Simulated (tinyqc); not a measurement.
Worked calculation (part 1 of 2): UKS/LDA (VWN5) in the sto-3g basis, for NH, spin multiplicity 3. Computed by tinyqc, a small Python program that keeps every step (integrals from PySCF). Settings: charge = 0, multiplicity = 3, basis = sto-3g, energy threshold = 1e-09, iteration cap = 51, orthogonalisation = symmetric, start = Wolfsberg-Helmholz matrix, DIIS depth = 4, damping = 0.3, shift = 0.5, method = UKS, functional = lda,vwn, grid = [15, 50]. Command: `OMP_NUM_THREADS=1 python tinyqc.py 26865 26866 out.jsonl` (the two numbers bound the seeds that draw the settings). One thread of a shared host (Intel(R) Xeon(R) Processor @ 2.60GHz), about 1 s of CPU time with the checks. Later iterations appear only in the table of the cycle.

## One-electron integrals

Geometry (angstrom):
```
atom       x       y       z
N     0.0000  0.0000  0.0000
H     0.0000  0.0000  1.8510
```

Basis sto-3g: exponents (1/bohr^2) and contraction coefficients of normalised primitives:
```
element  l (shell)  exponent  coefficient
N            s (1)   99.1062       0.1543
N            s (1)   18.0523       0.5353
N            s (1)    4.8857       0.4446
N            s (2)    3.7805      -0.1000
N            s (2)    0.8785       0.3995
N            s (2)    0.2857       0.7001
N            p (3)    3.7805       0.1559
N            p (3)    0.8785       0.6077
N            p (3)    0.2857       0.3920
H            s (1)    3.4253       0.1543
H            s (1)    0.6239       0.5353
H            s (1)    0.1689       0.4446
```

Overlap, kinetic and nuclear-attraction integrals over the contracted functions; the nuclear repulsion is the sum of Za Zb / Rab.

nuclear repulsion = 2.001210 hartree

overlap S, order 1N 1s, 1N 2s, 1N 2px, 1N 2py, 1N 2pz, 2H 1s:
```
[[1.0000, 0.2350, 0.0000, 0.0000, 0.0000, 0.0087],
 [0.2350, 1.0000, 0.0000, 0.0000, 0.0000, 0.1335],
 [0.0000, 0.0000, 1.0000, 0.0000, 0.0000, 0.0000],
 [0.0000, 0.0000, 0.0000, 1.0000, 0.0000, 0.0000],
 [0.0000, 0.0000, 0.0000, 0.0000, 1.0000, 0.1532],
 [0.0087, 0.1335, 0.0000, 0.0000, 0.1532, 1.0000]]
```

kinetic energy T (hartree), order 1N 1s, 1N 2s, 1N 2px, 1N 2py, 1N 2pz, 2H 1s:
```
[[21.9908, -0.1284, 0.0000, 0.0000, 0.0000, -0.0025],
 [-0.1284, 0.6070, 0.0000, 0.0000, 0.0000, -0.0149],
 [0.0000, 0.0000, 1.8994, 0.0000, 0.0000, 0.0000],
 [0.0000, 0.0000, 0.0000, 1.8994, 0.0000, 0.0000],
 [0.0000, 0.0000, 0.0000, 0.0000, 1.8994, 0.0082],
 [-0.0025, -0.0149, 0.0000, 0.0000, 0.0082, 0.7600]]
```

nuclear attraction V (hartree), order 1N 1s, 1N 2s, 1N 2px, 1N 2py, 1N 2pz, 2H 1s:
```
[[-46.4719, -5.5001, 0.0000, 0.0000, -0.0047, -0.2090],
 [-5.5001, -7.1502, 0.0000, 0.0000, -0.0604, -0.6345],
 [0.0000, 0.0000, -7.0861, 0.0000, 0.0000, 0.0000],
 [0.0000, 0.0000, 0.0000, -7.0861, 0.0000, 0.0000],
 [-0.0047, -0.0604, 0.0000, 0.0000, -7.1136, -0.6348],
 [-0.2090, -0.6345, 0.0000, 0.0000, -0.6348, -3.2262]]
```

core Hamiltonian H = T + V (hartree), order 1N 1s, 1N 2s, 1N 2px, 1N 2py, 1N 2pz, 2H 1s:
```
[[-24.4811, -5.6286, 0.0000, 0.0000, -0.0047, -0.2115],
 [-5.6286, -6.5432, 0.0000, 0.0000, -0.0604, -0.6494],
 [0.0000, 0.0000, -5.1867, 0.0000, 0.0000, 0.0000],
 [0.0000, 0.0000, 0.0000, -5.1867, 0.0000, 0.0000],
 [-0.0047, -0.0604, 0.0000, 0.0000, -5.2143, -0.6265],
 [-0.2115, -0.6494, 0.0000, 0.0000, -0.6265, -2.4662]]
```

## Two-electron integrals

Functions are numbered as in S; the eight-fold symmetry (ij|kl) = (ji|kl) = (kl|ij) leaves the list below.

Two-electron integrals (ij|kl) in chemists' order, unique and non-zero (hartree):
```
(11|11) 4.1666     (21|11) 0.6408     (21|21) 0.1175     (22|11) 0.9699
(22|21) 0.2209     (22|22) 0.7082     (31|31) 0.0210     (32|31) 0.0325
(32|32) 0.1564     (33|11) 0.9671     (33|21) 0.2210     (33|22) 0.7081
(33|33) 0.7628     (41|41) 0.0210     (42|41) 0.0325     (42|42) 0.1564
(43|43) 0.0411     (44|11) 0.9671     (44|21) 0.2210     (44|22) 0.7081
(44|33) 0.6806     (44|44) 0.7628     (51|51) 0.0210     (52|51) 0.0325
(52|52) 0.1564     (53|53) 0.0411     (54|54) 0.0411     (55|11) 0.9671
(55|21) 0.2210     (55|22) 0.7081     (55|33) 0.6806     (55|44) 0.6806
(55|55) 0.7628     (61|11) 0.0241     (61|21) 0.0044     (61|22) 0.0082
(61|33) 0.0082     (61|44) 0.0082     (61|51) 2.20e-04   (61|52) 4.19e-04
(61|55) 0.0082     (61|61) 1.66e-04   (62|11) 0.0802     (62|21) 0.0186
(62|22) 0.0690     (62|33) 0.0676     (62|44) 0.0676     (62|51) 0.0015
(62|52) 0.0133     (62|55) 0.0719     (62|61) 0.0007     (62|62) 0.0102
(63|31) 0.0016     (63|32) 0.0102     (63|53) 0.0025     (63|63) 0.0011
(64|41) 0.0016     (64|42) 0.0102     (64|54) 0.0025     (64|64) 0.0011
(65|11) 0.0762     (65|21) 0.0178     (65|22) 0.0704     (65|33) 0.0675
(65|44) 0.0675     (65|51) 0.0027     (65|52) 0.0215     (65|55) 0.0761
(65|61) 0.0007     (65|62) 0.0124     (65|65) 0.0160     (66|11) 0.2856
(66|21) 0.0671     (66|22) 0.2846     (66|33) 0.2762     (66|44) 0.2762
(66|51) 0.0047     (66|52) 0.0585     (66|55) 0.3013     (66|61) 0.0026
(66|62) 0.0616     (66|65) 0.0847     (66|66) 0.7746
```

## Orthogonalisation

S = U s U^T; symmetric (Loewdin) form X = U s^(-1/2) U^T, so that X^T S X = 1.

eigenvalues of S: [0.7207, 0.8687, 1.0000, 1.0000, 1.1228, 1.2879]

X, order 1N 1s, 1N 2s, 1N 2px, 1N 2py, 1N 2pz, 2H 1s:
```
[[1.0217, -0.1227, 0.0000, 0.0000, -0.0011, 0.0080],
 [-0.1227, 1.0289, 0.0000, 0.0000, 0.0081, -0.0702],
 [0.0000, 0.0000, 1.0000, 0.0000, 0.0000, 0.0000],
 [0.0000, 0.0000, 0.0000, 1.0000, 0.0000, 0.0000],
 [-0.0011, 0.0081, 0.0000, 0.0000, 1.0091, -0.0787],
 [0.0080, -0.0702, 0.0000, 0.0000, -0.0787, 1.0161]]
```

## Starting guess

The start is the generalised Wolfsberg-Helmholz matrix (K = 1.75) built on H; D(s) = C_occ C_occ^T for each spin.

D(alpha) at the start, order 1N 1s, 1N 2s, 1N 2px, 1N 2py, 1N 2pz, 2H 1s:
```
[[1.0557, -0.2375, 0.0000, 0.0000, 0.0096, -0.0339],
 [-0.2375, 1.0144, 0.0000, 0.0000, -0.0363, 0.1116],
 [0.0000, 0.0000, 1.0000, 0.0000, 0.0000, 0.0000],
 [0.0000, 0.0000, 0.0000, 1.0000, 0.0000, 0.0000],
 [0.0096, -0.0363, 0.0000, 0.0000, 0.9713, 0.0737],
 [-0.0339, 0.1116, 0.0000, 0.0000, 0.0737, 0.0186]]
```

D(beta) at the start, order 1N 1s, 1N 2s, 1N 2px, 1N 2py, 1N 2pz, 2H 1s:
```
[[0.9985, -0.0240, 0.0000, 0.0000, -0.1070, -0.0191],
 [-0.0240, 0.2181, 0.0000, 0.0000, 0.3989, 0.0563],
 [0.0000, 0.0000, 0.9787, -0.1444, 0.0000, 0.0000],
 [0.0000, 0.0000, -0.1444, 0.0213, 0.0000, 0.0000],
 [-0.1070, 0.3989, 0.0000, 0.0000, 0.7335, 0.1039],
 [-0.0191, 0.0563, 0.0000, 0.0000, 0.1039, 0.0147]]
```

## Iteration 1: exchange-correlation on the grid

Becke grid with 15 radial and 50 angular points per atom, points of zero weight dropped. rho = sum D_ij phi_i phi_j; V_xc,ij = sum w v_xc phi_i phi_j; v_xc is d(rho eps)/d rho(s) for spin s.

The 16 grid points with the largest w rho, of 1496 (bohr, atomic units):
```
x              y       z       w  rho(alpha)  rho(beta)   eps_xc  v_xc(alpha)
0.9300    0.0000  0.9300  0.2303      0.1237     0.1200  -0.5215      -0.6855
-0.9300   0.0000  0.9300  0.2303      0.1237     0.1200  -0.5215      -0.6855
1.1896   -0.3965  0.3965  0.2072      0.1252     0.1100  -0.5161      -0.6858
-1.1896   0.3965  0.3965  0.2072      0.1252     0.1100  -0.5161      -0.6858
0.3965   -0.3965  1.1896  0.2023      0.1234     0.1167  -0.5192      -0.6845
-0.3965   0.3965  1.1896  0.2023      0.1234     0.1167  -0.5192      -0.6845
0.7593   -0.7593  0.7593  0.2161      0.1241     0.0966  -0.5070      -0.6814
-0.7593   0.7593  0.7593  0.2161      0.1241     0.0966  -0.5070      -0.6814
0.3965    0.3965  1.1896  0.2023      0.1234     0.1118  -0.5160      -0.6835
-0.3965  -0.3965  1.1896  0.2023      0.1234     0.1118  -0.5160      -0.6835
0.0000   -0.9300  0.9300  0.2303      0.1237     0.0746  -0.4939      -0.6758
0.0000    0.9300  0.9300  0.2303      0.1237     0.0746  -0.4939      -0.6758
1.1896    0.3965  0.3965  0.2072      0.1252     0.0951  -0.5069      -0.6827
-1.1896  -0.3965  0.3965  0.2072      0.1252     0.0951  -0.5069      -0.6827
0.9300   -0.9300  0.0000  0.2320      0.1262     0.0679  -0.4930      -0.6782
-0.9300   0.9300  0.0000  0.2320      0.1262     0.0679  -0.4930      -0.6782
```

electrons on the grid, sum of w rho = 7.9986

E_xc = sum of w rho eps_xc = -6.974100 hartree

V_xc(alpha) (hartree), order 1N 1s, 1N 2s, 1N 2px, 1N 2py, 1N 2pz, 2H 1s:
```
[[-2.5641, -0.3695, 0.0000, 0.0000, -0.0002, -0.0140],
 [-0.3695, -0.7168, 0.0000, 0.0000, -0.0045, -0.0597],
 [0.0000, 0.0000, -0.7169, 0.0014, 0.0000, 0.0000],
 [0.0000, 0.0000, 0.0014, -0.7073, 0.0000, 0.0000],
 [-0.0002, -0.0045, 0.0000, 0.0000, -0.7143, -0.0571],
 [-0.0140, -0.0597, 0.0000, 0.0000, -0.0571, -0.1954]]
```

V_xc(beta) (hartree), order 1N 1s, 1N 2s, 1N 2px, 1N 2py, 1N 2pz, 2H 1s:
```
[[-2.5241, -0.3499, 0.0000, 0.0000, -0.0068, -0.0134],
 [-0.3499, -0.6022, 0.0000, 0.0000, -0.0570, -0.0551],
 [0.0000, 0.0000, -0.6377, 0.0144, 0.0000, 0.0000],
 [0.0000, 0.0000, 0.0144, -0.5439, 0.0000, 0.0000],
 [-0.0068, -0.0570, 0.0000, 0.0000, -0.6135, -0.0561],
 [-0.0134, -0.0551, 0.0000, 0.0000, -0.0561, -0.1913]]
```

## Iteration 1: building the Kohn-Sham matrix

J_ij = sum D_kl (ij|kl) with D = D(alpha) + D(beta); F = H + J + V_xc; E = tr D H + tr D J / 2 + E_xc + E_nn.

Coulomb J (hartree), order 1N 1s, 1N 2s, 1N 2px, 1N 2py, 1N 2pz, 2H 1s:
```
[[14.0300, 2.5812, 0.0000, 0.0000, 0.0211, 0.0967],
 [2.5812, 6.1377, 0.0000, 0.0000, 0.1211, 0.5845],
 [0.0000, 0.0000, 6.1633, -0.0119, 0.0000, 0.0000],
 [0.0000, 0.0000, -0.0119, 6.0846, 0.0000, 0.0000],
 [0.0211, 0.1211, 0.0000, 0.0000, 6.1461, 0.5938],
 [0.0967, 0.5845, 0.0000, 0.0000, 0.5938, 2.3622]]
```

F(alpha) (hartree), order 1N 1s, 1N 2s, 1N 2px, 1N 2py, 1N 2pz, 2H 1s:
```
[[-13.0153, -3.4168, 0.0000, 0.0000, 0.0161, -0.1287],
 [-3.4168, -1.1224, 0.0000, 0.0000, 0.0563, -0.1247],
 [0.0000, 0.0000, 0.2597, -0.0104, 0.0000, 0.0000],
 [0.0000, 0.0000, -0.0104, 0.1905, 0.0000, 0.0000],
 [0.0161, 0.0563, 0.0000, 0.0000, 0.2175, -0.0898],
 [-0.1287, -0.1247, 0.0000, 0.0000, -0.0898, -0.2993]]
```

F(beta) (hartree), order 1N 1s, 1N 2s, 1N 2px, 1N 2py, 1N 2pz, 2H 1s:
```
[[-12.9752, -3.3972, 0.0000, 0.0000, 0.0095, -0.1281],
 [-3.3972, -1.0077, 0.0000, 0.0000, 0.0037, -0.1200],
 [0.0000, 0.0000, 0.3389, 0.0026, 0.0000, 0.0000],
 [0.0000, 0.0000, 0.0026, 0.3540, 0.0000, 0.0000],
 [0.0095, 0.0037, 0.0000, 0.0000, 0.3183, -0.0888],
 [-0.1281, -0.1200, 0.0000, 0.0000, -0.0888, -0.2953]]
```

total energy of this density = -53.131135 hartree

This density is the starting one.

## Iteration 1: diagonalisation and new density

A level shift of 0.5 hartree raises the virtual space: F + shift (S - S D(s) S), with D(s) the density of one spin. Diagonalise F' = X^T F X, C = X C', fill 5 alpha and 3 beta electrons from the bottom; D(s) = C_occ C_occ^T; the new density keeps 0.3 of the old one (damping). Each column has its largest component positive (the first on a tie).

F' = X^T F X (alpha) (hartree):
```
[[-12.7486, -1.8645, 0.0000, 0.0000, 0.0025, 0.0251],
 [-1.8645, -0.4905, 0.0000, 0.0000, 0.0813, -0.1483],
 [0.0000, 0.0000, 0.2597, -0.0104, 0.0000, 0.0000],
 [0.0000, 0.0000, -0.0104, 0.1905, 0.0000, 0.0000],
 [0.0025, 0.0813, 0.0000, 0.0000, 0.2463, -0.1647],
 [0.0251, -0.1483, 0.0000, 0.0000, -0.1647, 0.1931]]
```

orbital energies (alpha) (hartree): [-13.0260, -0.2641, 0.0640, 0.1890, 0.2612, 0.4265]

coefficients C (alpha), order 1N 1s, 1N 2s, 1N 2px, 1N 2py, 1N 2pz, 2H 1s:
```
[[0.9926, -0.2569, 0.0528, 0.0000, 0.0000, -0.0717],
 [0.0300, 0.9672, -0.2222, 0.0000, 0.0000, 0.3048],
 [0.0000, 0.0000, 0.0000, 0.1461, 0.9893, 0.0000],
 [0.0000, 0.0000, 0.0000, 0.9893, -0.1461, 0.0000],
 [-0.0010, -0.0705, 0.6514, 0.0000, 0.0000, 0.7715],
 [-0.0026, 0.2358, 0.6602, 0.0000, 0.0000, -0.7431]]
```

F' = X^T F X (beta) (hartree):
```
[[-12.7013, -1.9198, 0.0000, 0.0000, 0.0340, 0.0195],
 [-1.9198, -0.0042, 0.0000, 0.0000, -0.1794, -0.1115],
 [0.0000, 0.0000, 0.3496, 0.0748, 0.0000, 0.0000],
 [0.0000, 0.0000, 0.0748, 0.8433, 0.0000, 0.0000],
 [0.0340, -0.1794, 0.0000, 0.0000, 0.4650, -0.1886],
 [0.0195, -0.1115, 0.0000, 0.0000, -0.1886, 0.2007]]
```

orbital energies (beta) (hartree): [-12.9852, -0.0197, 0.3385, 0.3561, 0.6090, 0.8544]

coefficients C (beta), order 1N 1s, 1N 2s, 1N 2px, 1N 2py, 1N 2pz, 2H 1s:
```
[[0.9928, -0.1433, 0.0000, -0.2068, 0.1006, 0.0000],
 [0.0291, 0.5243, 0.0000, 0.8170, -0.3680, 0.0000],
 [0.0000, 0.0000, 0.9892, 0.0000, 0.0000, 0.1465],
 [0.0000, 0.0000, -0.1465, 0.0000, 0.0000, 0.9892],
 [-0.0004, 0.4291, 0.0000, 0.1585, 0.9029, 0.0000],
 [-0.0026, 0.6230, 0.0000, -0.7326, -0.3446, 0.0000]]
```

D(alpha) after iteration 1, order 1N 1s, 1N 2s, 1N 2px, 1N 2py, 1N 2pz, 2H 1s:
```
[[1.0545, -0.2325, 0.0000, 0.0000, 0.0389, -0.0300],
 [-0.2325, 0.9944, 0.0000, 0.0000, -0.1599, 0.0904],
 [0.0000, 0.0000, 1.0000, 0.0000, 0.0000, 0.0000],
 [0.0000, 0.0000, 0.0000, 1.0000, 0.0000, 0.0000],
 [0.0389, -0.1599, 0.0000, 0.0000, 0.5918, 0.3115],
 [-0.0300, 0.0904, 0.0000, 0.0000, 0.3115, 0.3496]]
```

D(beta) after iteration 1, order 1N 1s, 1N 2s, 1N 2px, 1N 2py, 1N 2pz, 2H 1s:
```
[[1.0039, -0.0396, 0.0000, 0.0000, -0.0755, -0.0700],
 [-0.0396, 0.2585, 0.0000, 0.0000, 0.2772, 0.2455],
 [0.0000, 0.0000, 0.9786, -0.1448, 0.0000, 0.0000],
 [0.0000, 0.0000, -0.1448, 0.0214, 0.0000, 0.0000],
 [-0.0755, 0.2772, 0.0000, 0.0000, 0.3490, 0.2183],
 [-0.0700, 0.2455, 0.0000, 0.0000, 0.2183, 0.2761]]
```

## Iteration 2: exchange-correlation on the grid

As before.

The 16 grid points with the largest w rho, of 1496 (bohr, atomic units):
```
x              y        z       w  rho(alpha)  rho(beta)   eps_xc  v_xc(alpha)
1.1896   -0.3965   0.3965  0.2072      0.1178     0.1052  -0.5076      -0.6733
-1.1896   0.3965   0.3965  0.2072      0.1178     0.1052  -0.5076      -0.6733
0.9300   -0.9300   0.0000  0.2320      0.1256     0.0698  -0.4932      -0.6776
-0.9300   0.9300   0.0000  0.2320      0.1256     0.0698  -0.4932      -0.6776
0.9300    0.0000   0.9300  0.2303      0.0984     0.0969  -0.4870      -0.6387
-0.9300   0.0000   0.9300  0.2303      0.0984     0.0969  -0.4870      -0.6387
1.1896   -0.3965  -0.3965  0.2073      0.1269     0.0857  -0.5028      -0.6833
-1.1896   0.3965  -0.3965  0.2073      0.1269     0.0857  -0.5028      -0.6833
1.1896    0.3965   0.3965  0.2072      0.1178     0.0902  -0.4979      -0.6700
-1.1896  -0.3965   0.3965  0.2072      0.1178     0.0902  -0.4979      -0.6700
1.1896    0.3965  -0.3965  0.2073      0.1269     0.0708  -0.4949      -0.6799
-1.1896  -0.3965  -0.3965  0.2073      0.1269     0.0708  -0.4949      -0.6799
0.7593   -0.7593   0.7593  0.2161      0.1055     0.0804  -0.4810      -0.6472
-0.7593   0.7593   0.7593  0.2161      0.1055     0.0804  -0.4810      -0.6472
0.9300    0.9300   0.0000  0.2320      0.1256     0.0423  -0.4827      -0.6704
-0.9300  -0.9300   0.0000  0.2320      0.1256     0.0423  -0.4827      -0.6704
```

electrons on the grid, sum of w rho = 7.9988

E_xc = sum of w rho eps_xc = -6.725437 hartree

V_xc(alpha) (hartree), order 1N 1s, 1N 2s, 1N 2px, 1N 2py, 1N 2pz, 2H 1s:
```
[[-2.5577, -0.3650, 0.0000, 0.0000, 0.0015, -0.0138],
 [-0.3650, -0.6956, 0.0000, 0.0000, 0.0054, -0.0626],
 [0.0000, 0.0000, -0.7039, 0.0015, 0.0000, 0.0000],
 [0.0000, 0.0000, 0.0015, -0.6940, 0.0000, 0.0000],
 [0.0015, 0.0054, 0.0000, 0.0000, -0.6767, -0.0638],
 [-0.0138, -0.0626, 0.0000, 0.0000, -0.0638, -0.3820]]
```

V_xc(beta) (hartree), order 1N 1s, 1N 2s, 1N 2px, 1N 2py, 1N 2pz, 2H 1s:
```
[[-2.5194, -0.3449, 0.0000, 0.0000, -0.0058, -0.0131],
 [-0.3449, -0.5775, 0.0000, 0.0000, -0.0523, -0.0576],
 [0.0000, 0.0000, -0.6257, 0.0146, 0.0000, 0.0000],
 [0.0000, 0.0000, 0.0146, -0.5297, 0.0000, 0.0000],
 [-0.0058, -0.0523, 0.0000, 0.0000, -0.5656, -0.0622],
 [-0.0131, -0.0576, 0.0000, 0.0000, -0.0622, -0.3656]]
```

## Iteration 2: building the Kohn-Sham matrix

As before.

Coulomb J (hartree), order 1N 1s, 1N 2s, 1N 2px, 1N 2py, 1N 2pz, 2H 1s:
```
[[13.5623, 2.4753, 0.0000, 0.0000, 0.0129, 0.0927],
 [2.4753, 5.8511, 0.0000, 0.0000, 0.1026, 0.5732],
 [0.0000, 0.0000, 5.8902, -0.0119, 0.0000, 0.0000],
 [0.0000, 0.0000, -0.0119, 5.8115, 0.0000, 0.0000],
 [0.0129, 0.1026, 0.0000, 0.0000, 5.8326, 0.5924],
 [0.0927, 0.5732, 0.0000, 0.0000, 0.5924, 2.6485]]
```

F(alpha) (hartree), order 1N 1s, 1N 2s, 1N 2px, 1N 2py, 1N 2pz, 2H 1s:
```
[[-13.4765, -3.5183, 0.0000, 0.0000, 0.0096, -0.1326],
 [-3.5183, -1.3876, 0.0000, 0.0000, 0.0476, -0.1389],
 [0.0000, 0.0000, -0.0004, -0.0104, 0.0000, 0.0000],
 [0.0000, 0.0000, -0.0104, -0.0692, 0.0000, 0.0000],
 [0.0096, 0.0476, 0.0000, 0.0000, -0.0584, -0.0980],
 [-0.1326, -0.1389, 0.0000, 0.0000, -0.0980, -0.1997]]
```

F(beta) (hartree), order 1N 1s, 1N 2s, 1N 2px, 1N 2py, 1N 2pz, 2H 1s:
```
[[-13.4382, -3.4982, 0.0000, 0.0000, 0.0023, -0.1320],
 [-3.4982, -1.2696, 0.0000, 0.0000, -0.0101, -0.1338],
 [0.0000, 0.0000, 0.0779, 0.0027, 0.0000, 0.0000],
 [0.0000, 0.0000, 0.0027, 0.0951, 0.0000, 0.0000],
 [0.0023, -0.0101, 0.0000, 0.0000, 0.0527, -0.0964],
 [-0.1320, -0.1338, 0.0000, 0.0000, -0.0964, -0.1833]]
```

total energy of this density = -53.501537 hartree

This density is a damped mixture and is not idempotent.

## Iteration 2: DIIS over 2 matrices

error matrix X^T (FDS - SDF) X (alpha):
```
[[0.0000, -0.0014, 0.0000, 0.0000, -0.0051, 0.0085],
 [0.0014, 0.0000, 0.0000, 0.0000, 0.0284, -0.0039],
 [0.0000, 0.0000, 0.0000, 0.0000, 0.0000, 0.0000],
 [0.0000, 0.0000, 0.0000, 0.0000, 0.0000, 0.0000],
 [0.0051, -0.0284, 0.0000, 0.0000, 0.0000, 0.0693],
 [-0.0085, 0.0039, 0.0000, 0.0000, -0.0693, 0.0000]]
```

B (overlaps of the stored error matrices):
```
[[2.3298973e-01, 1.0301141e-01],
 [1.0301141e-01, 6.3831323e-02]]
```

Minimise |sum c_i e_i|^2 with sum c_i = 1: solve [B -1; -1 0][c; lambda] = [0; -1] with B_ij = tr e_i^T e_j summed over both spins, and take F = sum c_i F_i.

DIIS coefficients: [-0.4315, 1.4315]

extrapolated F(alpha) (hartree), order 1N 1s, 1N 2s, 1N 2px, 1N 2py, 1N 2pz, 2H 1s:
```
[[-13.6755, -3.5621, 0.0000, 0.0000, 0.0069, -0.1342],
 [-3.5621, -1.5021, 0.0000, 0.0000, 0.0439, -0.1450],
 [0.0000, 0.0000, -0.1126, -0.0104, 0.0000, 0.0000],
 [0.0000, 0.0000, -0.0104, -0.1812, 0.0000, 0.0000],
 [0.0069, 0.0439, 0.0000, 0.0000, -0.1775, -0.1015],
 [-0.1342, -0.1450, 0.0000, 0.0000, -0.1015, -0.1567]]
```

extrapolated F(beta) (hartree), order 1N 1s, 1N 2s, 1N 2px, 1N 2py, 1N 2pz, 2H 1s:
```
[[-13.6380, -3.5417, 0.0000, 0.0000, -0.0007, -0.1336],
 [-3.5417, -1.3827, 0.0000, 0.0000, -0.0160, -0.1398],
 [0.0000, 0.0000, -0.0348, 0.0027, 0.0000, 0.0000],
 [0.0000, 0.0000, 0.0027, -0.0166, 0.0000, 0.0000],
 [-0.0007, -0.0160, 0.0000, 0.0000, -0.0620, -0.0997],
 [-0.1336, -0.1398, 0.0000, 0.0000, -0.0997, -0.1350]]
```
